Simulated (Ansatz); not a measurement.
C3H5Cl (allyl chloride): the vertical energy of the triplet above the singlet from total energies

C3H5Cl has 9 atoms, charge 0, and is taken as a singlet. As SMILES, `C=CCCl`. The coordinates come from a PBE0-D4/def2-TZVP relaxation. This is one conformer, not always the lowest.

Both states at this one shape; open shells run unrestricted unless said. 1 Eh = 27.2114 eV.

| level | program | singlet C3H5Cl (Eh) | triplet C3H5Cl (Eh) |
| --- | --- | --- | --- |
| r2SCAN0/def2-SVP | Ansatz | -577.148936 | -577.000425 |
| CCSD/def2-SVP, 8 core orbitals frozen | Ansatz | -576.347296 | -576.181821 |

Question: Work out the vertical gap, second state less first, at each level.

Answer: 
1. r2SCAN0/def2-SVP: -577.000425 − (-577.148936) = 0.148511 Eh = 4.04 eV.
2. CCSD/def2-SVP: -576.181821 − (-576.347296) = 0.165475 Eh = 4.50 eV.

No measured value is set beside it here; the levels span 4.04 to 4.50 eV.
